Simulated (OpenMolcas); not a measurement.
# NS (Mononitrogen monosulfide) at ROMP2/cc-pVTZ

We compute a single-point energy of NS (Mononitrogen monosulfide). 

The results are computed with OpenMolcas 26.06.

1 further run of the same task is left out (it didn't finish).

## Step 1: Starting point

The species is NS (2 atoms), meant as a doublet with charge 0. SMILES: `[N]=S`. The N1–S2 distance was set to 3.268 Å, away from the relaxed value.

## Step 2: The energy at ROMP2/cc-pVTZ

Input file geom.xyz:

```xyz
2

N      0.000000     0.000000    -1.794000
S      0.000000     0.000000     1.474400
```

Input file test.input:

```
* NS ROMP2
&GATEWAY
BASLIB=$CurrDir
COORD=geom.xyz
BASIS=cc-pVTZ
GROUP=NoSym
&SEWARD
&SCF
UHF
SPIN=2
THRESHOLDS=1e-10 1e-07 1e-07 1e-05
PRORBITALS=1 2
&RASSCF
FILEORB=$Project.UnaOrb
SPIN=2
NACTEL=1 0 0
INACTIVE=11
RAS2=1
OUTORBITALS=Canonical
ORBLISTING=NoCore
&CASPT2
IPEA=0.0
FROZEN=6
```

The basis set cc-pVTZ is read from a file made from the Basis Set Exchange's data (not shown).

Command:

```console
$ export MOLCAS_MEM=1860
$ pymolcas test.input > test.log
```

**Question.** What will come out? Wanted: total energy.

Answer, from the run:

Level: ROMP2/cc-pVTZ, 6 core orbitals frozen.

```
    quantity          value
total energy  -451.96453 Eh
```

**Reading.** The run may have ended on a state above the lowest.
